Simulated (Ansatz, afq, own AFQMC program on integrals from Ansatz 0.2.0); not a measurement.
# Where AFQMC and coupled cluster stand for CH3N, singlet

```xyz
5

N     0.0000    0.0582    0.5542
C     0.0000   -0.1584   -0.7297
H     0.0000    0.9667    1.0152
H     0.0000   -0.7270    1.1922
H     0.0000    0.8384   -1.2134
```

Connectivity, by distances: NH2–CH.

Basis cc-pVTZ. Noble-gas cores (and the filled d shells of Ga–Kr and In–Xe) are frozen. AFQMC by an in-house program on the Cholesky factors that Ansatz 0.2.0 writes for its CCSD(T) run. ph-AFQMC/CISD is guided by a CISD state made of CCSD amplitudes; releasing the constraint for a short imaginary time cuts its bias at the price of noise, slowly where states lie close. Free projection: walkers drawn from exp(T), propagated without any constraint. Its projection time is finite, and what remains of the start isn't in its error. Uncertainties: one standard error, sampling alone.

Determinant: RHF, the one that the program's search chose, which needn't be the lowest solution. The geometry is a PBE0/def2-TZVP stationary point of this or a neighbouring charge and spin state.

No full CI on the walks' own integrals is used here; CCSDT(Q) serves as the reference and is uncertain by about the last step of the cluster series.

The T1 diagnostic is 0.0161 and the weight of the determinant in the CISD state is 0.878. The size of the correlated space is 12 electrons in 100 orbitals.

Reference: CCSDT(Q), correlation energy -10.844 eV. The released energy is read at 2.40 1/Eh (meV from the phaseless value at times in 1/Eh: 3 ± 5 at 0.24, -4 ± 4 at 0.51, -3 ± 4 at 0.99, -8 ± 7 at 1.62, -10 ± 8 at 2.40).

| level | E − E(reference) (kJ/mol) | share of correlation (%) |
| --- | --- | --- |
| HF | 1046.2 | 0.00 |
| MP2 | 101.1 | 90.34 |
| CCSD | 44.0 | 95.80 |
| CCSD(T) | 3.3 | 99.68 |
| CCSDT | 2.0 | 99.80 |
| ph-AFQMC/HF | -2.4 ± 3.6 | 100.23 |
| ph-AFQMC/CISD | 0.1 ± 0.5 | 99.99 |
| released AFQMC | -0.8 ± 0.8 | 100.08 |
| free AFQMC | 0.4 ± 1.1 | 99.96 |

Free projections are given only where their last times agree within the noise and don't stop above the reference; a slow remainder of the start can still hide under it. A walk keeps the symmetry of its determinant, which the program's search chose and which needn't be the lowest solution, so a lower state of the same spin and another symmetry isn't excluded. Released energies are given only where the last usable release times agree within the noise; a slower fall can still hide under it.
